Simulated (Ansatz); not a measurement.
Two isomers of C5H7F: A = `FC1C=CCC1`, B = `CC1(C)C=C1F`.

Calculated with Ansatz (gas phase, PBE0-D4/def2-TZVP geometries, no zero-point term in ΔE). CCSD(T)/CBS is the MP2 limit (def2-TZVPP, def2-QZVPP) plus CCSD(T) − MP2 in def2-TZVPP, frozen cores. Functionals use def2-TZVPP. B3LYP here is the variant with VWN-RPA as its local correlation; programs differ in this.

**Question.** Which isomer does CCSD(T)/CBS put lower? Give the gap. (Estimate.)

**Answer.** Computed: A, by 53.6 kcal/mol.

**Question.** Give E(B) − E(A) in kcal/mol with PBE-D4, r2SCAN-D4, B3LYP, CCSD(T)/def2-TZVPP, ωB97M-V, B2PLYP, B3LYP-D4. (Estimate.)

**Answer.** Ansatz gave: PBE-D4 48.9, r2SCAN-D4 51.2, B3LYP 51.3, CCSD(T)/def2-TZVPP 53.2, ωB97M-V 52.7, B2PLYP 52.1, B3LYP-D4 51.9. None reverses the order clearly.

Largest T1 diagnostic: 0.011.

From PBE to PBE0 (25 % exact exchange), in def2-TZVPP and without D4, E(B) − E(A) moves by +3.1 kcal/mol. In def2-TZVPP, CCSD(T) changes the Hartree–Fock value by −4.0 kcal/mol (the triples alone add −0.9 kcal/mol) and MP2 by −5.5 kcal/mol.
